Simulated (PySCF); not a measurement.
SMILES [CH2]CCC (C₄H₉), doublet, PBE0/def2-SVP optimised geometry.

```
13

C     -1.72    -0.39     1.23
C     -0.24    -0.38     1.20
C      0.36     0.37     0.00
C      1.88     0.37     0.00
H     -2.29    -1.14     0.67
H     -2.29     0.44     1.65
H      0.15     0.09     2.13
H      0.15    -1.41     1.19
H     -0.01    -0.08    -0.93
H     -0.01     1.41     0.00
H      2.29     0.91    -0.87
H      2.29     0.85     0.91
H      2.29    -0.65    -0.03
```

Density from unrestricted PBE0/def2-TZVP (PySCF) at that geometry.

Minimum of the electron density along straight lines between bonded atoms, close to the bond critical point (lines longer than 1.1 times the sum of covalent radii, or with two minima, are not listed):

| bond | length / Å | ρ at the minimum / e bohr⁻³ | ∇²ρ there / e bohr⁻⁵ | position (fraction from the first atom) |
|---|---|---|---|---|
| C1–C2 | 1.486 | 0.265 | ___ | 0.51 |
| C2–C3 | 1.539 | 0.239 | ___ | 0.50 |
| C3–C4 | 1.521 | 0.248 | ___ | 0.50 |
| C1–H5 | 1.094 | 0.277 | -0.95 | 0.65 |
| C1–H6 | 1.094 | 0.277 | -0.95 | 0.65 |
| C2–H7 | 1.105 | 0.271 | -0.90 | 0.64 |
| C2–H8 | 1.105 | 0.271 | -0.90 | 0.64 |
| C3–H9 | 1.104 | 0.272 | -0.92 | 0.64 |
| C3–H10 | 1.104 | 0.272 | -0.92 | 0.64 |
| C4–H11 | 1.101 | 0.271 | -0.91 | 0.64 |
| C4–H12 | 1.102 | 0.271 | -0.90 | 0.64 |
| C4–H13 | 1.102 | 0.271 | -0.90 | 0.64 |

Problem. What belongs in the gaps?

Solution. 
- C1–C2, ∇²ρ there / e bohr⁻⁵: -0.70
- C2–C3, ∇²ρ there / e bohr⁻⁵: -0.57
- C3–C4, ∇²ρ there / e bohr⁻⁵: -0.62
